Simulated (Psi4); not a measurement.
# One shape, several levels: AlH2O (SMILES [O][AlH2])

Wanted: a comparison of 4 runs (UHF/3-21G, UBP86/6-31G, UB3LYP/6-31G*, UMP2/cc-pVDZ) of AlH2O. 

The calculation is run with Psi4 1.11.

6 further runs of the same task are left out: 2 that didn't finish, 4 set aside as unsound or not needed.

## Step 1: The molecule

AlH2O: 4 atoms, total charge 0, spin state doublet. As SMILES, `[O][AlH2]`. The coordinates come from a PBE0-D4/def2-TZVP relaxation.

Bond lengths: O1–Al2 1.727 Å, Al2–H3 1.578 Å, Al2–H4 1.578 Å. Angles: O1–Al2–H3 115.8°, O1–Al2–H4 115.8°, H3–Al2–H4 128.3°.

## Step 2: Energy and forces at UHF/3-21G (run 1)

Contents of alh2o.inp:

```
memory 1600 mb

molecule mol {
  0 2
  O      0.062600    -0.856300     1.401400
  Al     0.011300     0.029900    -0.080400
  H     -1.149600    -0.360800    -1.076000
  H      1.131100     1.126800    -0.265300
  units angstrom
  symmetry c1
  no_reorient
  no_com
}

set reference uhf
set puream true
set e_convergence 1e-09
set d_convergence 1e-08
set scf_type pk
set maxiter 200

e, wfn = gradient("scf/3-21G", return_wfn=True)
oeprop(wfn, "MAYER_INDICES", "QUADRUPOLE", "LOWDIN_CHARGES")
print_variables()
```

On the command line:

```console
$ psi4 -n 1 alh2o.inp alh2o.out
```

alh2o.out:

```text
[...]
  Running in c1 symmetry.
[...]
  Nuclear repulsion =   43.785130971524083
[...]
  Multiplicity = 2
[...]
  Nalpha       = 12
  Nbeta        = 11
[...]
    Number of basis functions: 26
[...]
   @UHF iter   1:  -315.77400214088806   -8.21469e-01   2.53265e-02 DIIS/ADIIS
[...]
   @UHF iter  17:  -316.17911186291099   -1.13687e-12   9.29768e-09 DIIS
[...]
   @S^2 Observed:                7.563998908E-01
[...]
    Orbital Energies [Eh]
    ---------------------
    Alpha Occupied:
       1A    -58.077407     2A    -20.475945     3A     -4.889895
       4A     -3.193685     5A     -3.192998     6A     -3.192780
       7A     -1.306632     8A     -0.604660     9A     -0.598397
      10A     -0.515060    11A     -0.503732    12A     -0.445849
    Alpha Virtual:
      13A      0.053988    14A      0.145073    15A      0.160777
      16A      0.215627    17A      0.300978    18A      0.360253
      19A      0.409132    20A      0.507680    21A      1.326905
      22A      1.368178    23A      1.793833    24A      1.804607
      25A      1.952328    26A      2.855154
[...]
  @UHF Final Energy:  -316.17911186291099
   => Energetics <=
    Nuclear Repulsion Energy =             43.7851309715240831
    One-Electron Energy =                -526.8421743496842282
    Two-Electron Energy =                 166.8779315152491733
    Total Energy =                       -316.1791118629109860
  UHF NO Occupations:
  HONO-2 :   10  A 1.9991681
  HONO-1 :   11  A 1.9982366
[...]
  -Total Gradient:
     Atom            X                  Y                   Z
    ------   -----------------  -----------------  -----------------
       1       -0.000619064993     0.010663080222    -0.017825527736
       2        0.000547584300    -0.009096700334     0.015218127096
       3        0.001952198311     0.000469162706     0.001981217658
       4       -0.001880717618    -0.002035542594     0.000626182983
[...]
 Multipole Moments:
 ------------------------------------------------------------------------------------
     Multipole            Electronic (a.u.)      Nuclear  (a.u.)        Total (a.u.)
 ------------------------------------------------------------------------------------
 L = 1.  Multiply by 2.5417464519 to convert [e a0] to [Debye]
 Dipole X            :         -1.2108266            1.1890157           -0.0218109
 Dipole Y            :         11.1429594          -10.7633131            0.3796463
 Dipole Z            :        -17.3113064           16.6762661           -0.6350402
 Magnitude           :                                                    0.7401913
 L = 2.  Multiply by 1.3450342976 to convert [e a0^2] to [Debye ang]
 Quadrupole XX       :        -24.0323472            9.4061041          -14.6262431
 Quadrupole XY       :         -6.3470593            4.5168843           -1.8301750
[...]
```

Wall time 1.7 s (1 thread of Intel Xeon Platinum 8375C at 2.90GHz (Ice Lake), shared host); peak memory 0.18 GiB.

## Step 3: Energy and forces at UBP86/6-31G (run 2)

Contents of input.json:

```json
{
 "schema_name": "qcschema_input",
 "schema_version": 1,
 "molecule": {
  "schema_name": "qcschema_molecule",
  "schema_version": 2,
  "symbols": ["O", "Al", "H", "H"],
  "geometry": [0.11829686, -1.61817248, 2.64826219, 0.02135391, 0.05650281, -0.15193398, -2.17242915, -0.68181319, -2.03334531, 2.13746922, 2.1293434, -0.50134434],
  "molecular_charge": 0,
  "molecular_multiplicity": 2,
  "fix_symmetry": "c1"
 },
 "driver": "gradient",
 "model": {
  "method": "bp86",
  "basis": "6-31G"
 },
 "keywords": {
  "reference": "uks",
  "puream": true,
  "e_convergence": 1e-09,
  "d_convergence": 1e-08,
  "scf_type": "pk",
  "dft_radial_points": 99,
  "dft_spherical_points": 590,
  "maxiter": 200,
  "scf_properties": ["LOWDIN_CHARGES", "DIPOLE", "QUADRUPOLE"]
 }
}
```

On the command line:

```console
$ psi4 --qcschema input.json -n 1 --memory 1600MB
```

stdout:

```text
[...]
  Running in c1 symmetry.
[...]
  Nuclear repulsion =   43.785131009118416
[...]
  Multiplicity = 2
[...]
  Nalpha       = 12
  Nbeta        = 11
[...]
    Number of basis functions: 26
[...]
   @UKS iter   1:  -318.28571418122590   -8.21130e-02   3.62420e-02 ADIIS/DIIS
[...]
   @UKS iter  13:  -318.76112526015402   -6.82121e-13   3.32760e-09 DIIS
[...]
   @S^2 Observed:                7.547462718E-01
[...]
    Orbital Energies [Eh]
    ---------------------
    Alpha Occupied:
       1A    -55.453962     2A    -18.832455     3A     -3.974312
       4A     -2.579732     5A     -2.575935     6A     -2.573776
       7A     -0.870742     8A     -0.397229     9A     -0.347789
      10A     -0.303720    11A     -0.291398    12A     -0.284048
    Alpha Virtual:
      13A     -0.077768    14A     -0.008277    15A      0.014852
      16A      0.093880    17A      0.095782    18A      0.165467
      19A      0.172903    20A      0.252399    21A      0.845243
      22A      0.858721    23A      0.864719    24A      0.930407
      25A      0.961275    26A      1.215153
[...]
  @UKS Final Energy:  -318.76112526015402
   => Energetics <=
    Nuclear Repulsion Energy =             43.7851310091184160
    One-Electron Energy =                -528.6456562808034505
    Two-Electron Energy =                 194.0244216997885758
    DFT Exchange-Correlation Energy =     -27.9250216882574982
    Empirical Dispersion Energy =           0.0000000000000000
    VV10 Nonlocal Energy =                  0.0000000000000000
    Total Energy =                       -318.7611252601540173
[...]
 Multipole Moments:
 ------------------------------------------------------------------------------------
     Multipole            Electronic (a.u.)      Nuclear  (a.u.)        Total (a.u.)
 ------------------------------------------------------------------------------------
 L = 1.  Multiply by 2.5417464519 to convert [e a0] to [Debye]
 Dipole X            :          0.0286862           -0.0547747           -0.0260885
 Dipole Y            :         -0.4903875            0.9427464            0.4523589
 Dipole Z            :          0.8195318           -1.5760525           -0.7565207
 Magnitude           :                                                    0.8818349
 L = 2.  Multiply by 1.3450342976 to convert [e a0^2] to [Debye ang]
 Quadrupole XX       :        -23.5298301            9.3447668          -14.1850633
 Quadrupole XY       :         -6.1097048            5.0710630           -1.0386419
[...]
  -Total Gradient:
     Atom            X                  Y                   Z
    ------   -----------------  -----------------  -----------------
       1       -0.000944168593     0.016292523752    -0.027239197522
       2        0.000698623826    -0.011780776975     0.019709181055
       3        0.006558093641     0.001944695127     0.006047590762
       4       -0.006312641351    -0.006454786252     0.001479653991
[...]
```

The result, in JSON:

```text
{
 "driver": "gradient",
 "model": {
  "method": "bp86",
  "basis": "6-31G"
 },
 "success": true,
 "return_result": [-0.0009441685928922106, 0.016292523752142407, -0.027239197521681968, 0.0006986238259102937, -0.011780776974516183, 0.01970918105508253, 0.0065580936408435875, 0.0019446951268278188, 0.006047590761632249, -0.006312641350551373, -0.0064547862518169324, 0.0014796539911472659],
 "properties": {
  "calcinfo_nbasis": 26,
  "calcinfo_nmo": 26,
  "calcinfo_nalpha": 12,
  "calcinfo_nbeta": 11,
  "calcinfo_natom": 4,
  "nuclear_repulsion_energy": 43.785131009118416,
  "return_energy": -318.761125260154,
  "return_gradient": [-0.0009441685928922106, 0.016292523752142407, -0.027239197521681968, 0.0006986238259102937, -0.011780776974516183, 0.01970918105508253, 0.0065580936408435875, 0.0019446951268278188, 0.006047590761632249, -0.006312641350551373, -0.0064547862518169324, 0.0014796539911472659],
  "scf_one_electron_energy": -528.6456562808035,
  "scf_two_electron_energy": 194.02442169978858,
  "scf_xc_energy": -27.925021688257498,
  "scf_dipole_moment": [-0.02608850148261653, 0.45235891795571526, -0.7565207072054638],
  "scf_total_energy": -318.761125260154,
  "scf_total_gradient": [-0.0009441685928922106, 0.016292523752142407, -0.027239197521681968, 0.0006986238259102937, -0.011780776974516183, 0.01970918105508253, 0.0065580936408435875, 0.0019446951268278188, 0.006047590761632249, -0.006312641350551373, -0.0064547862518169324, 0.0014796539911472659],
  "scf_iterations": 13
 }
}
```

It took 7.8 s on 1 thread of Intel Xeon Platinum 8375C at 2.90GHz (Ice Lake), shared host; peak memory 0.36 GiB.

Run 3 isn't shown in full; the table further down has it.

## Step 4: A single-point energy at UMP2/cc-pVDZ (run 4)

Contents of alh2o.xyz:

```xyz
4
AlH2O
O      0.062600    -0.856300     1.401400
Al     0.011300     0.029900    -0.080400
H     -1.149600    -0.360800    -1.076000
H      1.131100     1.126800    -0.265300
```

Contents of alh2o_ase.py:

```python
import numpy as np
from ase.calculators.psi4 import Psi4
from ase.io import read

atoms = read('alh2o.xyz')
calc = Psi4(atoms=atoms, method='mp2', basis='cc-pVDZ', memory='1600MB', num_threads=1, charge=0, multiplicity=2, label='calc', reference='uhf')
calc.psi4.set_options({'puream': True, 'e_convergence': 1e-09, 'd_convergence': 1e-08, 'scf_type': 'pk', 'num_frozen_docc': 6, 'mp2_type': 'conv', 'maxiter': 200})
atoms.calc = calc

print(f'energy: {atoms.get_potential_energy():.6f} eV')
```

On the command line:

```console
$ python alh2o_ase.py
```

calc.dat:

```text
[...]
  Running in c1 symmetry.
[...]
  Nuclear repulsion =   43.785130971524083
[...]
  Multiplicity = 2
[...]
  Nalpha       = 12
  Nbeta        = 11
[...]
    Number of basis functions: 42
[...]
   @UHF iter   1:  -317.50519494119118   -7.73271e-01   1.63428e-02 ADIIS/DIIS
[...]
   @UHF iter  16:  -317.92455244494045   -6.25278e-13   9.33535e-09 DIIS
[...]
   @S^2 Observed:                7.569614571E-01
[...]
    Orbital Energies [Eh]
    ---------------------
    Alpha Occupied:
       1A    -58.500458     2A    -20.599609     3A     -4.917564
       4A     -3.232444     5A     -3.231366     6A     -3.229605
       7A     -1.326127     8A     -0.627789     9A     -0.609685
      10A     -0.532543    11A     -0.512464    12A     -0.448291
    Alpha Virtual:
      13A      0.051456    14A      0.124850    15A      0.142776
      16A      0.187138    17A      0.278222    18A      0.353756
      19A      0.371745    20A      0.387103    21A      0.410147
      22A      0.477606    23A      0.506243    24A      0.535391
      25A      0.667545    26A      0.944639    27A      0.986058
[...]
  @UHF Final Energy:  -317.92455244494045
   => Energetics <=
    Nuclear Repulsion Energy =             43.7851309715240831
    One-Electron Energy =                -528.8085719150677733
    Two-Electron Energy =                 167.0988884986032303
    Total Energy =                       -317.9245524449404456
  UHF NO Occupations:
  HONO-2 :   10  A 1.9986147
  HONO-1 :   11  A 1.9986143
[...]
 Multipole Moments:
 ------------------------------------------------------------------------------------
     Multipole            Electronic (a.u.)      Nuclear  (a.u.)        Total (a.u.)
 ------------------------------------------------------------------------------------
 L = 1.  Multiply by 2.5417464519 to convert [e a0] to [Debye]
 Dipole X            :          0.0338172           -0.0547747           -0.0209575
 Dipole Y            :         -0.5779867            0.9427464            0.3647597
 Dipole Z            :          0.9659231           -1.5760525           -0.6101293
 Magnitude           :                                                    0.7111586
[...]
	SCS-MP2 Total Energy (a.u.)        :  -318.13604193812944
	SOS-MP2 Total Energy (a.u.)        :  -318.12172287309016
	SCSN-MP2 Total Energy (a.u.)       :  -318.00015710834788
[...]
	SOS-PI-MP2 Total Energy (a.u.)     :  -318.15458461111507
[...]
	MP2 Total Energy (a.u.)            :  -318.13181833018302
[...]
```

Standard output:

```text
energy: -8656.807715 eV
```

Wall time 3.3 s (1 thread of Intel Xeon Platinum 8375C at 2.90GHz (Ice Lake), shared host); peak memory 0.32 GiB.

## Step 5: The series

| run | level | integration grid | task | energy (Eh) | dipole moment (D) | HOMO energy (eV) | LUMO energy (eV) | wall time |
| --- | --- | --- | --- | --- | --- | --- | --- | --- |
| 1 | UHF/3-21G | – | gradient | -316.179112 | 1.88 | -12.13 | 1.47 | 1.7 s |
| 2 | UBP86/6-31G | 99 radial × 590 angular | gradient | -318.761125 | 2.24 | -7.17 | -5.95 | 7.8 s |
| 3 | UB3LYP/6-31G* (Cartesian functions) | 99 radial × 590 angular | energy | -318.803986 | 1.73 | -8.47 | -4.52 | 10 s |
| 4 | UMP2/cc-pVDZ | – | energy | -318.131818 | – | -12.20 | 1.40 | 3.3 s |

## Step 6: Summary of results

```
                                                         quantity          value
                                              run 4: total energy  -318.13182 Eh
run 4: HOMO energy (Hartree–Fock orbitals) (highest over α and β)      -12.20 eV
 run 4: LUMO energy (Hartree–Fock orbitals) (lowest over α and β)        1.40 eV
               run 4: correlation energy (6 core orbitals frozen)     -207.3 mEh
                         run 4: ⟨S²⟩ of the reference determinant          0.757
```

Over runs 1, 2, 3 the dipole moment (its size) runs from 1.73 D (UB3LYP/6-31G*) to 2.24 D (UBP86/6-31G). The two ends differ in method and basis. Totals of different functionals can't be ranked against each other. All runs together took 23 s, the longest 10 s.
